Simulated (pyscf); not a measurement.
CH₃• + H₃C–SiH₂–Cl -> CH₄ + H₃C–SiH•–Cl, a hydrogen abstraction (doublet surface; H–Si broken, C–H formed). PySCF, gas phase, ωB97X-D3(BJ)/def2-SVP geometries. Energies in kcal/mol from the separated reactants.

Small-basis levels: PySCF, no dispersion term, spherical d functions. AM1 to PM7: differences of heats of formation from MOPAC. GFN2-xTB: tblite. Open shells are spin-unrestricted. 

| level | barrier | reaction energy |
|---|---|---|
| HF/STO-3G | 16.4 | -12.2 |
| MP2/6-31G* | 12.2 | -18.4 |
| PBE/6-31G* | 0.4 | -21.6 |
| B3LYP/3-21G | 0.9 | -23.6 |
| B3LYP/LANL2DZ | 4.4 | -19.5 |
| M06-2X/6-31G* | 6.2 | -20.0 |
| PBE/def2-SVP | 0.3 | -20.3 |
| B3LYP/def2-SVP | 5.8 | -16.8 |
| GFN2-xTB | -0.2 | -19.5 |
| AM1 | 4.5 | -22.7 |
| PM3 | -5.2 | -17.4 |
| PM6 | 7.9 | +0.9 |
| ωB97M-D3(BJ)/def2-TZVP | 8.0 | -14.8 |

Against the last row the barrier runs from -13.3 (PM3) to +8.4 kcal/mol (HF/STO-3G). At GFN2-xTB, PM3 this geometry lies under one side, so the entry may be no barrier of that level: it is a single point on another level's saddle. ωB97M-D3(BJ)/def2-TZVP has limits of its own. This is the saddle that the search found; another between the same sides may lie lower. The angle at the transferred H is 171°.
